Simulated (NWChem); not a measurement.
SiH2, singlet; SMILES [SiH2]

```xyz
3

Si     0.0000     0.0000     0.1809
H      1.0934     0.0000    -0.8898
H     -1.0934     0.0000    -0.8898
```
Atoms are numbered in this order, from 1.

Program: NWChem. Pople sets run with spherical d functions. Low-valent species are run as closed-shell singlets; no triplet was tried in these runs. Structure relaxed at the B3LYP/6-31G* (spherical d) level. GIAO values for the isolated, static molecule; σ is the absolute isotropic shielding, δ = σ(reference) − σ with the isolated reference molecule computed at the same levels (1H: tetramethylsilane, 29Si: tetramethylsilane).

For level KT2/pcSseg-1:

```yaml
"δ Si1 (ppm)": 874.3
"δ H2 (ppm)": 15.50
```

Problem. How do the values read with level B3LYP/6-31G* instead?

Solution. The δ Si1 (ppm) is 803.3 and the δ H2 (ppm) comes out as 15.00.
